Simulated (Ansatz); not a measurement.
`[CH]1=[N][AlH]1`. Charge 0, multiplicity 1. All single points use the PBE0-D4/def2-TZVP geometry.

```xyz
5

C     0.890   -0.023    0.292
N     0.193   -1.107    0.252
Al   -0.806    0.323   -0.316
H     1.937    0.059    0.615
H    -2.214    0.747   -0.843
```

**Question.** What is the dipole moment at PBE/def2-TZVPP? (An estimate is asked.)

**Answer.** Ansatz gave: 2.14 D, with components (-0.91, 1.83, -0.61) D in this frame, pointing from negative to positive charge.

**Question.** And with r2SCAN, B3LYP, ωB97M-V? (Best estimate.)

**Answer.** Computed: r2SCAN 2.26 D, B3LYP 2.50 D, ωB97M-V 2.70 D.

**Question.** Give the Mulliken charges with PBE, ωB97M-V, B3LYP in def2-TZVPP. (Estimate.)

**Answer.** Computed: 
```csv
atom,PBE,ωB97M-V,B3LYP
C1,-0.02,-0.07,-0.04
N2,-0.24,-0.31,-0.30
Al3,0.19,0.30,0.28
H4,0.10,0.11,0.11
H5,-0.03,-0.03,-0.05
```

B3LYP here is the variant with VWN-RPA as its local correlation; programs differ in this.
